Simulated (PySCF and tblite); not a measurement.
Results of a calculation; reference values are marked as such.
System: C₅H₉N, numbered as in [CH2:1]=[C:2]1[CH2:3][N:4]([CH3:5])[CH2:6]1.

For the pyramidal inversion at N4: electronic barrier 6.12 kcal/mol, zero-point change -1.05 kcal/mol, thermal and entropy terms at 400 K a further -0.18 kcal/mol (symmetry numbers apart). The minimum is Cs, the saddle Cs. Level: PBE0/pcSseg-1 + D3(BJ) on PBE0-D3(BJ)/def2-SVP stationary points, with GFN2-xTB thermal terms. Rates follow Eyring's equation with the number of equivalent paths and no tunnelling. Programs: tblite and PySCF.

(1) How many equivalent paths lead out of the minimum?

(2) Work out the rate at 400 K.

## Answers

(1) 2: the symmetry number of the minimum is 1, that of the saddle displaced along its mode 1, and the displaced saddle is chiral while the minimum is not, which doubles the count.

(2) ΔG‡ = 4.89 kcal/mol; k_B T/h = 8.3×10¹² s⁻¹; exp(−ΔG‡/RT) = 0.0021; times 2 gives k = 3.6×10¹⁰ s⁻¹. Wigner's tunnelling factor for the 308i cm⁻¹ mode would be 1.05.
